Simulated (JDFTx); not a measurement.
Part of a log of a modified build of JDFTx for benzene, C6H6 (SMILES c1ccccc1), charge 0, multiplicity 1 (LDA, GBRV ultrasoft potentials, plane waves to 20/100 Ha):

```
unit cell volume = 8008.38
Chosen fftbox size, S = [  108  108  70  ]
unit cell volume = 8008.38
Chosen fftbox size, S = [  96  96  60  ]
  'C' pseudopotential, 'SLA  PZ   NOGX NOGC' functional
  4 valence electrons, 2 orbitals, 4 projectors, 721 radial grid points, with lMax = 1
  'H' pseudopotential, 'SLA  PZ   NOGX NOGC' functional
  1 valence electrons, 1 orbitals, 2 projectors, 615 radial grid points, with lMax = 0
Initialized 2 species with 12 total atoms.
Folded 1 k-points by 1x1x1 to 1 k-points.
nElectrons:  30.000000   nBands: 15   nStates: 1
average nbasis = 34245.000 , ideal nbasis = 34212.389
Correction to mu due to finite nuclear width = -0.00371686
   Cavity determined by nc: 0.00142 and sigma: 0.707107
   Nonlocal vdW cavity from gaussian model electron density with norm = 8 and sigma = 0.993594 bohr
   Charge asymmetry in cavity with sensitivity pCavity = 36.5 e-bohr/Eh
   Electrostatic cavity expanded by eta = 1.46 bohrs
   Weighted density cavitation model constrained by Nbulk: 0.0049383 bohr^-3, Pvap: 3.14029 kPa, Rvdw: 2.61727 bohr and sigmaBulk: 4.62e-05 Eh/bohr^2 at T: 298 K.
   Weighted density dispersion model using vdW pair potentials with single solvent site with sqrtC6eff: 0.77 SI.
[...]
	Linear fluid (dielectric constant: 78.4, screening length: 4.0613 Bohr) occupying 0.774558 of unit cell:	Completed after 15 iterations
[... later lines of the fluid solver are left out ...]
ElecMinimize: Iter:   0  Etot: -37.807277819329627  |grad|_K:  3.892e-05  alpha:  1.000e+00
ElecMinimize: Iter:   1  Etot: -37.808219096969196  |grad|_K:  1.775e-05  alpha:  1.208e+00  linmin: -1.026e-02
ElecMinimize: Iter:   2  Etot: -37.808367910647924  |grad|_K:  7.743e-06  alpha:  9.128e-01  linmin:  4.844e-03
ElecMinimize: Iter:   3  Etot: -37.808397677884940  |grad|_K:  3.458e-06  alpha:  9.696e-01  linmin: -9.742e-03
ElecMinimize: Iter:   4  Etot: -37.808403829615571  |grad|_K:  1.431e-06  alpha:  9.926e-01  linmin: -4.581e-02
ElecMinimize: Iter:   5  Etot: -37.808405063855730  |grad|_K:  6.503e-07  alpha:  1.165e+00  linmin:  1.042e-01
ElecMinimize: Iter:   6  Etot: -37.808405277452607  |grad|_K:  2.789e-07  alpha:  1.061e+00  linmin:  1.527e-05
ElecMinimize: Iter:   7  Etot: -37.808405316520947  |grad|_K:  1.268e-07  alpha:  9.776e-01  linmin: -3.750e-05
ElecMinimize: Iter:   8  Etot: -37.808405325090945  |grad|_K:  5.627e-08  alpha:  1.038e+00  linmin:  2.377e-04
ElecMinimize: Converged (|Delta Etot|<1.000000e-07 for 2 iters).

# Energy components:
   A_diel =       -0.0034680821184387
   Eewald =       45.3433482943028281
       EH =       74.2882022584292088
     Eloc =     -172.1310461461925740
      Enl =        4.8474607714387794
      Exc =      -12.8272054900884900
 Exc_core =        0.1834189491971518
       KE =       22.4908841199405849
-------------------------------------
     Etot =      -37.8084053250909449


	eMin: -0.779095 at state 0 ( [ +0.000000 +0.000000 +0.000000 ] spin 0 )
	HOMO: -0.238691 at state 0 ( [ +0.000000 +0.000000 +0.000000 ] spin 0 )
```

Task: Which solvation model was used?
(A) SCCS (cation parameters)
(B) CANDLE
(C) linear PCM without cavity terms (LA12)
(D) linear PCM (GLSSA13)

Result: B, CANDLE. The liquid was water (dielectric constant 78.4), 2 M NaCl.
